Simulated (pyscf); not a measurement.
Routes from HO–Si•(OH)–OH

Candidate steps break at most two bonds and form at most two. Each was searched with GFN2-xTB (tblite) first. Single points on ωB97X-D3(BJ)/def2-SVP structures (PySCF, gas phase). MP2 and CC: frozen core, UHF for open shells. ΔMP2 is the change of the MP2 total energy from the triple- to the quadruple-zeta basis. Energies: CCSD(T)/def2-TZVPP + ΔMP2(QZVPP), kcal/mol, from the reactant's lowest minimum found, doublet surface; ΔG‡ with ideal gas, 1 atm, RRHO with modes under 100 cm⁻¹ raised to 100, one conformer, R ln 2 for chiral ones without a mode under 150 cm⁻¹.

| products | type | ΔE‡ | ΔE | ΔG‡ 298 K | ΔG‡ 900 K | ν‡ (cm⁻¹) |
|---|---|---|---|---|---|---|
| •O–SiH(OH)–OH | hydrogen shift | 40.5 | +25.8 | 37.2 | 38.1 | 1540i |
| [O=Si–OH]• + H₂O | elimination | 50.6 | +58.0 | – | – | 1035i |

A dash marks a saddle under its separated products, whose escape then sets the rate. Row 2: On the product side the descent ends in an adduct with a O–Si contact, 14.5 kcal/mol under the separated species and 3.7 kcal/mol under the saddle at ωB97X-D3(BJ)/def2-TZVP. 

Plain bond fissions and candidates not yet searched are not listed, and one of them may be faster. Each barrier is that of the saddle found; lower ones may exist. The CCSD(T) − MP2 part came from Ansatz, without density fitting, on the same reference.
